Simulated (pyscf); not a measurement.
Homolytic dissociation enthalpies at 298 K of Al–P, Bi–Ga, Bi–In, Ga–P, Ga–Sb, In–P, In–Sb bonds in 7 gas-phase molecules, in kJ/mol. Single points on ωB97X-D3(BJ)/def2-SVP structures (PySCF, gas phase). MP2 and CC: frozen core, UHF for open shells. ΔMP2 is the change of the MP2 total energy from the triple- to the quadruple-zeta basis. Both columns use the same structures and thermal terms. Rows were drawn at random from the closed-shell molecules with such a bond whose radicals are computed, keep their shape and have no isomer in the data more than 5 kcal/mol lower.

```csv
row,molecule,radicals,r²SCAN/def2-TZVP,CCSD(T)/def2-TZVPP + ΔMP2(QZVPP)
1,H₂In–SbH₂,InH₂• + SbH₂•,199.9,?
2,H₂Ga–SbH₂,GaH₂• + SbH₂•,223.9,245.7
3,H₂Ga–BiH₂,GaH₂• + BiH₂•,204.2,223.7
4,H₂P–GaH–PH₂,PH₂• + [H₂P–GaH]•,262.9,282.3
5,H₃Si–PH–InH₂,H₃Si–PH• + InH₂•,242.4,265.2
6,H₂P–AlH–PH₂,PH₂• + [HAl–PH₂]•,276.1,292.9
7,H₂In–BiH₂,InH₂• + BiH₂•,183.8,205.0
```

**Question.** Fit a line that carries the r²SCAN values to the last column and predict row 1.

**Answer.** In the 6 complete rows the last column lies 16.8 to 22.8 kJ/mol from r²SCAN (mean 20.2, median 20.3). Least squares gives y = 27.2 + 0.97·x with residuals of 1.7 kJ/mol (root mean square). For row 1: 27.2 + 0.97 × 199.9 = 221.1 kJ/mol. The computed value is 223.0 kJ/mol, 1.9 over the line. The CCSD(T) − MP2 part came from Ansatz, without density fitting, on the same reference. The frozen core leaves the outer d or s,p core shells of the metals and heavy elements correlated in the MP2 and CC values, and def2-TZVPP describes them poorly, which can shift differences by a few kcal/mol. Elements up to Kr have no core potential and no relativistic terms here. Elements past Kr carry the def2 core potentials, without spin-orbit coupling.
